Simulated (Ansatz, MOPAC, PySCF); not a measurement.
Isomers of C3H4. Isolated molecules, 0 K electronic values unless said otherwise. Strings in code marks are SMILES.

Quantity: vertical ionisation energy (energy after one electron is removed minus that of the parent at the parent's geometry), in eV.

Level 1: frozen-core CCSD(T)/cc-pVTZ // B3LYP-D3(BJ)/def2-TZVP (Ansatz, a program for electronic structure)
Level 2: PBE-D3(BJ)/def2-TZVP // B3LYP-D3(BJ)/def2-TZVP (PySCF)
Level 3: B3LYP/6-31G* // B3LYP-D3(BJ)/def2-TZVP (PySCF)
Level 4: minus the HOMO energy of PM3 // B3LYP-D3(BJ)/def2-TZVP (MOPAC)

```
species   level 1  level 2  level 3  level 4
--------  -------  -------  -------  -------
`C1=CC1`     9.98     9.73     9.63    10.10
`C=C=C`     10.22    10.02     9.88    10.17
`C#CC`      10.51    10.24    10.10    10.88
```
